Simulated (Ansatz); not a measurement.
**NHCl (quartet): from Hartree-Fock to the top rungs at distance Cl1–H2 along a hydrogen transfer = 1.555 Å, cc-pVTZ**

How much of the correlation energy of NHCl (quartet) does each wave-function method recover here?

The runs use Ansatz 0.2.0, Gaussian basis; cc-pVTZ, core rule «outside noble gas», up to 6 orbitals frozen.

The runs, in order: UHF; CCSD(T) on ROHF; CCSD(T) on UHF; BCCD(T) on ROHF; CCSDT(Q) on ROHF; CCSDT(Q) on UHF; CASSCF and MRCISD+Q, 5 electrons in 5 orbitals; CASSCF and NEVPT2, 5 electrons in 5 orbitals; CASSCF and MRCISD+Q, 13 electrons in 9 orbitals; CASSCF and NEVPT2, 13 electrons in 9 orbitals.

## Step 1: The system

The geometry derives from fragments relaxed apart (PBE0/def2-TZVP) and kept rigid, so it is no stationary point. A hydrogen atom is moved between rigid fragments.

3 atoms, charge 0, spin multiplicity 4.

Atoms are counted from 1 here; the program's logs count them from 0.

Bond lengths: Cl1–H2 1.555 Å.

## Step 2: UHF

Input file in.yaml:

```yaml
crystal:
  periodic: [false, false, false]
  atoms:
    - {symbol: Cl, position_ang: [0.000000, 0.000000, -1.506333]}
    - {symbol: H, position_ang: [0.000000, 0.000000, 0.048667]}
    - {symbol: N, position_ang: [0.000000, 0.000000, 1.457667]}
basis:
  gaussian: {orbitals: cc-pVTZ}
magnetization: {spin_polarized: true, initial_magnetization: 3}
hamiltonian: {xc: hf}
output: {orbitals: {seedname: orbitals}}
```

Run with:

```bash
$ ansatz run in.yaml --threads 1 --pin off --events-out ev --progress --plain --max-ram 4096MiB --backend cpu
```

After this run come: CCSD(T) on ROHF; CCSD(T) on UHF; BCCD(T) on ROHF; CCSDT(Q) on ROHF; CCSDT(Q) on UHF; CASSCF and MRCISD+Q, 5 electrons in 5 orbitals; CASSCF and NEVPT2, 5 electrons in 5 orbitals; CASSCF and MRCISD+Q, 13 electrons in 9 orbitals; CASSCF and NEVPT2, 13 electrons in 9 orbitals.

Before running them: what should the planned runs give, taken together? Wanted: UCCSDT(Q) below the RHF energy; RMP2 from UCCSDT(Q); UMP2 from UCCSDT(Q); RCCSD from UCCSDT(Q); RCCSD(T) from UCCSDT(Q); UCCSD(T) from UCCSDT(Q); RCCSDT(Q) from UCCSDT(Q); NEVPT2 pair from UCCSDT(Q); MRCISD+Q pair from UCCSDT(Q).

**Answer**, as computed:

| quantity | value |
| --- | --- |
| UCCSDT(Q) below the RHF energy | -10.0703 eV |
| RMP2 from UCCSDT(Q) | +136.9 kJ/mol |
| UMP2 from UCCSDT(Q) | +134.4 kJ/mol |
| RCCSD from UCCSDT(Q) | +38.9 kJ/mol |
| RCCSD(T) from UCCSDT(Q) | +5.0 kJ/mol |
| UCCSD(T) from UCCSDT(Q) | +4.6 kJ/mol |
| RCCSDT(Q) from UCCSDT(Q) | +0.4 kJ/mol |
| NEVPT2 pair from UCCSDT(Q) | +127.3 kJ/mol |
| MRCISD+Q pair from UCCSDT(Q) | +18.2 kJ/mol |
| NEVPT2 valence from UCCSDT(Q) | +183.9 kJ/mol |
| levels within 1 kcal/mol (43 meV) | RCCSDT, UCCSDT, RCCSDT(Q) |
| T1 diagnostic | 0.031 |
| effectively unpaired electrons | 3.02 |

In words: RCCSD(T) misses by +5.0 kJ/mol, 0.5 % of the correlation energy. One determinant dominates. Of the multireference levels listed MRCISD+Q valence comes nearest in total energy (+16.1 kJ/mol), which doesn't show that its space is the better one. These misses are within one basis, not against nature; the frozen cores of restricted and unrestricted runs differ, which can shift their rows.
